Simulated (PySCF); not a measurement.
# TDDFT excited states: C4H10OS

Compound: C4H10OS.
Numbering: `[CH3:1][CH:2]([CH3:3])[S@:4]([CH3:5])=[O:6]` (hydrogens: H7, H8, H9 on C1; H10 on C2; H11, H12, H13 on C3; H14, H15, H16 on C5)

The calculation used PySCF 2.14.0, density-fitted response routines, TDDFT B3LYP/def2-SVPD, vertical, gas phase, core orbitals frozen in the response. Isolated species at its PBE0-D3(BJ)/def2-SVP geometry (one conformer only). Torsions of this conformer, `[CH3:1][CH:2]([CH3:3])[S@:4]([CH3:5])=[O:6]`: C1–C2–S4–C5 -75°.

| state | λ (nm) | E (eV) | f | main configurations (H = HOMO, L = LUMO) |
| --- | --- | --- | --- | --- |
| S1 | 218.0 | 5.69 | 0.042 | H→L+1 (70%), H→L (18%) |
| S2 | 215.6 | 5.75 | 0.017 | H→L+2 (87%) |
| S3 | 212.3 | 5.84 | 0.0041 | H→L (78%), H→L+1 (19%) |
| S4 | 195.7 | 6.33 | 0.090 | H→L+3 (98%) |
| S5 | 186.6 | 6.64 | 0.0015 | H-1→L+2 (34%), H→L+4 (23%), H-1→L+1 (15%) |
| S6 | 185.8 | 6.67 | 0.013 | H-1→L+2 (46%), H→L+4 (19%), H→L+5 (18%) |
| S7 | 184.2 | 6.73 | 0.0038 | H→L+5 (56%), H→L+4 (36%) |
| S8 | 181.6 | 6.83 | 0.0070 | H-1→L (83%), H-1→L+2 (13%) |
| S9 | 180.5 | 6.87 | 0.015 | H-1→L+1 (51%), H→L+6 (23%), H→L+4 (13%) |
| S10 | 175.3 | 7.07 | 0.021 | H→L+6 (64%), H-1→L+1 (22%), H→L+7 (8%) |

Triplets (Tamm–Dancoff): T1 5.09 eV, H→L+2 (43%), H→L+1 (34%), H→L (8%); T2 5.11 eV, H→L+1 (44%), H→L+2 (39%); T3 5.73 eV, H→L (88%); T4 6.14 eV, H-1→L+1 (55%), H→L+3 (11%).

The lowest singlet lies at 5.69 eV (218 nm, ultraviolet) and is of moderate strength; its leading configuration is HOMO→LUMO+1 (70%). The most intense listed level is S4 at 6.33 eV (196 nm, f = 0.090), 0.65 eV above S1. Löwdin shares by element: HOMO oxygen 53%, sulfur 29%, carbon 13% or more; LUMO carbon 26% or more, sulfur 18%, hydrogen 9% or more (atoms not listed hold the other 46%). Weighted by f, the mean energy of these states is 6.31 eV. The listed states span 1.39 eV, and the widest gap between neighbours is 0.49 eV (S3 to S4). Orbital energies (eV): HOMO-3 -9.93, HOMO-2 -9.63, HOMO-1 -7.39, HOMO -6.37, LUMO 0.21, LUMO+1 0.30, LUMO+2 0.57. The vertical ionisation energy (ΔSCF) is 8.64 eV, 1.56 eV above S10. Singlets were solved by full linear response, triplets in the Tamm–Dancoff approximation.
